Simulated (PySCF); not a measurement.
Isomers of C3H5Cl.

All values: CAM-B3LYP/def2-SVPD (PySCF) at PBE0-D3(BJ)/def2-SVP geometries, gas phase, one conformer each. Core orbitals are frozen in the response; Δα² is half the sum of the squared differences of the principal polarisabilities.

Question: Rank by vertical ionisation energy (ΔSCF), lowest first.
A. `C/C=C\Cl` (1-chloro-1-propene(Z))
B. 2-chloro-1-propene (`C=C(C)Cl`)
C. `[CH2:1]=[CH:2][CH2:3][Cl:4]` with C1–C2–C3–Cl4 124°

Answer: A (9.50 eV), B (9.64 eV), C (10.28 eV).

Question: Rank by HOMO–LUMO gap, highest first.
A. `ClC1CC1`
B. `[CH2:1]=[CH:2][CH2:3][Cl:4]` with C1–C2–C3–Cl4 124°
C. 2-chloro-1-propene, `C=C(C)Cl`

Answer: A (10.75 eV), B (9.87 eV), C (9.63 eV).

All values together:

```tsv
SMILES	μ (D)	HOMO (eV)	LUMO (eV)	α (Å³)	Δα (Å³)	ΔSCF removal energy (eV)
C/C=C\Cl	1.73	-8.52	1.16	7.80	3.92	9.50
ClC1CC1	2.03	-9.25	1.50	7.22	1.96	10.30
C/C=C/Cl	2.03	-8.48	1.07	7.94	4.83	9.45
C=C(C)Cl	1.71	-8.68	0.94	7.80	3.32	9.64
C=CCCl	2.05	-9.31	0.56	7.93	3.86	10.28
```

Conformers: `[CH2:1]=[CH:2][CH2:3][Cl:4]` with C1–C2–C3–Cl4 124°.

Q: By how much does the ΔSCF value exceed −ε(HOMO) over the species that have both?

A: By 0.96 to 1.05 eV, 0.99 eV on average, over 5 species.
